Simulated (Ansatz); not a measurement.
## Fluorite CeO₂: properties by level of theory

Reference values: elastic constant C11 403 GPa (measured, temperature not stated, no zero-point or thermal correction; as tabulated in Atomistic and experimental study on thermal conductivity of bulk and porous …); elastic constant C44 60 GPa (measured, temperature not stated, no zero-point or thermal correction; as tabulated in Atomistic and experimental study on thermal conductivity of bulk and porous …).

```tsv
level (code)	elastic constant C11 (GPa)	elastic constant C44 (GPa)	polycrystal shear modulus (GPa)
PBE (Ansatz)	332	[?]	70.2
HSE06 (Ansatz)	[?]	55.7	[?]
LC-ωPBE (Ansatz)	[?]	[?]	79.9
```

Problem. Fill in the missing entries.

Solution. 
- PBE (Ansatz, a quantum-chemistry and plane-wave program), elastic constant C44 (GPa): 48.6
- HSE06 (Ansatz), elastic constant C11 (GPa): 402
- HSE06 (Ansatz), polycrystal shear modulus (GPa): 82.7
- LC-ωPBE (Ansatz), elastic constant C11 (GPa): 425
- LC-ωPBE (Ansatz), elastic constant C44 (GPa): 50.1

Differences from the reference values (errors of the level alone only where the reference is corrected to a static lattice):

| level | elastic constant C11 (%) | elastic constant C44 (%) |
|---|---|---|
| PBE | -17.6 | -19.0 |
| HSE06 | -0.2 | -7.2 |
| LC-ωPBE | +5.5 | -16.5 |

Nearest: elastic constant C11, not ranked (reference at room or unstated temperature); elastic constant C44, not ranked (reference at room or unstated temperature).

Ansatz's density-functional and Hartree–Fock values are scalar-relativistic unless marked +SOC, with PAW data made under PBE.

The crystal itself was run without spin with PBE, HSE06, LC-ωPBE; a magnetic state was not tried in these runs.

Unless a cell is named, each level is at its own relaxed cell (PBE 13.59, HSE06 13.08, LC-ωPBE 12.99 Å³/atom).

Differences are worked out from the printed values.
